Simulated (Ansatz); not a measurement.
`C=C1N=C1Cl` + H₂O → `C=C1N=C1O` + HCl at 500 K and 1 bar (formal hydrolysis of a C–Cl bond).

Program: Ansatz. Geometries: PBE0-D4/def2-TZVP. ΔE: electronic, gas phase. CBS: MP2 limit from def2 TZ/QZ plus the TZ coupled-cluster correction, frozen cores. This one scheme is used for every species. One conformer a species, not always the lowest.

```
     species  CCSD(T)/CBS energy (Eh)  H − E (kJ/mol)  S (J/(mol·K))
`C=C1N=C1Cl`               -629.71500           141.0          344.0
         H₂O                -76.37941            73.2          206.3
 `C=C1N=C1O`               -245.72153           179.4          336.3
         HCl               -460.38127            32.5          201.9
```

H − E and S are ideal-gas, rigid-rotor, harmonic terms from PBE0-D4/def2-TZVP, for one conformer and one mirror image of each species. 1 Eh = 2625.50 kJ/mol, R = 8.31446 J/(mol·K).

Q: By hand: ΔE, ΔH, ΔS and ΔG.

A: ΔE = (-245.72153) + (-460.38127) − (-629.71500) − (-76.37941) = -0.00839 Eh = -22.0 kJ/mol. Δ(H − E) = 179.4 + 32.5 − 141.0 − 73.2 = -2.3, so ΔH = -24.3 kJ/mol. ΔS = 336.3 + 201.9 − 344.0 − 206.3 = -12.1 J/(mol·K). ΔG = -24.3 − 500 × (-12.1)/1000 = -18.2 kJ/mol.

Q: By hand: the equilibrium constant, and the temperature at which ΔG would vanish if ΔH and ΔS stayed fixed.

A: log₁₀ K = −ΔG/(RT ln 10) = 1.9. ΔG = 0 at ΔH/ΔS = 2008 K, though so small a ΔS makes that figure unsure.

The number of gas molecules stays the same, so ΔS is small and ΔH decides. A doubt of 5 kJ/mol in ΔE shifts log₁₀ K by 0.5 here. Other conformers and mirror images would add mixing entropy, several J/(mol·K) or more a flexible species. These are equilibria of isolated gas molecules and say nothing of rates. Largest T1 diagnostic: 0.014 (customary marks: 0.02 for closed shells, 0.045 for open ones).
